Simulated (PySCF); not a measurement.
All numbers come from B3LYP/[C def2-TZVP, S def2-TZVP], no relativity, density fitting, PySCF. Open shells, if any, are unrestricted.

Task: What shape and geometry does isolated singlet CS₂ take (every ligand bound to C)?

Result: Counting electrons, carbon keeps none of its valence electrons outside its bonds, so the VSEPR class is AX2 and the expected shape is linear (D∞h), as computed. The lowest minimum found is a singlet of D∞h symmetry with C–S 1.553 Å (×2); S–C–S 180.0°. Its harmonic wavenumbers are 408 (πu), 678 (σg+), 1561 (σu+) cm⁻¹ and its dipole moment is 0.00 D.
